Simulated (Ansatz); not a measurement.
**ClH3Si: a nudged elastic band in two tries**

Aim: a band of images between two relaxed ends for this system.

Program: Ansatz 0.2.0. Level of theory: RKS PBE0-D4/def2-mTZVP. These are calculated values, not measurements.

## 1. The structure to begin with

Bond lengths: Si1–Cl2 2.065 Å, Si1–H3 1.481 Å, Si1–H4 1.481 Å, Si1–H5 1.481 Å. Angles: Cl2–Si1–H3 108.6°, Cl2–Si1–H4 108.6°, Cl2–Si1–H5 108.6°, H3–Si1–H4 110.3°, H3–Si1–H5 110.3°, H4–Si1–H5 110.3°.

Structure file:

```xyz
5

Si    0.2862    0.0000    0.0924
Cl    0.6740    0.0000    2.1211
H     1.5759    0.0000   -0.6359
H    -0.4922    1.2154   -0.2398
H    -0.4922   -1.2154   -0.2398
```

## 2. First attempt

Input file input.yaml:

```yaml
crystal:
  periodic: [false, false, false]
  atoms:
    - { symbol: Si, position_ang: [0.28623, 0.0, 0.092365] }
    - { symbol: Cl, position_ang: [0.673964, 0.0, 2.121125] }
    - { symbol: H, position_ang: [1.575946, 0.0, -0.635903] }
    - { symbol: H, position_ang: [-0.49217, 1.215366, -0.239793] }
    - { symbol: H, position_ang: [-0.49217, -1.215366, -0.239793] }
magnetization:
  spin_polarized: true
  initial_magnetization: 1
basis:
  gaussian: { orbitals: def2-mTZVP }
hamiltonian:
  xc: pbe0
  dispersion: d4
neb:
  order_check: false
  images: 5
  f_tol: 0.05
  max_iterations: 8
  final_atoms:
    - { symbol: Si, position_ang: [-0.24333029, 0.0, -0.76973831] }
    - { symbol: Cl, position_ang: [1.33612523, 0.0, 1.28861326] }
    - { symbol: H, position_ang: [2.46815082, 0.0, 0.6579707] }
    - { symbol: H, position_ang: [-1.00457288, 1.101286, -0.03942232] }
    - { symbol: H, position_ang: [-1.00457288, -1.101286, -0.03942232] }
  initial_path:
    images:
      - { positions_ang: [[0.28623, 0.0, 0.092365], [0.673964, 0.0, 2.121125], [1.575946, 0.0, -0.635903], [-0.49217, 1.215366, -0.239793], [-0.49217, -1.215366, -0.239793]] }
      - { positions_ang: [[0.19075548, 0.0, 0.061668], [0.87358535, 0.0, 2.06466734], [1.60256723, 0.0, -0.38506416], [-0.55755403, 1.20737733, -0.32163509], [-0.55755403, -1.20737733, -0.32163509]] }
      - { positions_ang: [[0.09528096, 0.0, 0.03097101], [1.07320671, 0.0, 2.00820968], [1.62918846, 0.0, -0.13422531], [-0.62293807, 1.19938867, -0.40347719], [-0.62293807, -1.19938867, -0.40347719]] }
      - { positions_ang: [[-0.00019356, 0.0, 0.00027401], [1.27282806, 0.0, 1.95175202], [1.65580969, 0.0, 0.11661353], [-0.6883221, 1.1914, -0.48531928], [-0.6883221, -1.1914, -0.48531928]] }
      - { positions_ang: [[-0.08123913, 0.0, -0.25639676], [1.29392712, 0.0, 1.73070577], [1.92659007, 0.0, 0.29706592], [-0.79373903, 1.161362, -0.33668696], [-0.79373903, -1.161362, -0.33668696]] }
      - { positions_ang: [[-0.16228471, 0.0, -0.51306754], [1.31502618, 0.0, 1.50965951], [2.19737045, 0.0, 0.47751831], [-0.89915596, 1.131324, -0.18805464], [-0.89915596, -1.131324, -0.18805464]] }
      - { positions_ang: [[-0.24333029, 0.0, -0.76973831], [1.33612523, 0.0, 1.28861326], [2.46815082, 0.0, 0.6579707], [-1.00457288, 1.101286, -0.03942232], [-1.00457288, -1.101286, -0.03942232]] }
```

Run with:

```
> ansatz run input.yaml --threads 1 --pin off --max-ram 2048MiB --backend cpu --events-out ev --progress --plain --runs-dir out
```

What does the calculation give? Wanted: first try.

As calculated:

| quantity | value |
| --- | --- |
| first try | refused |
| cause | the number of unpaired electrons doesn't fit the number of electrons: even goes with even, odd with odd |

**Reading.** The fault in the first input was caught at the input check and cost nothing.
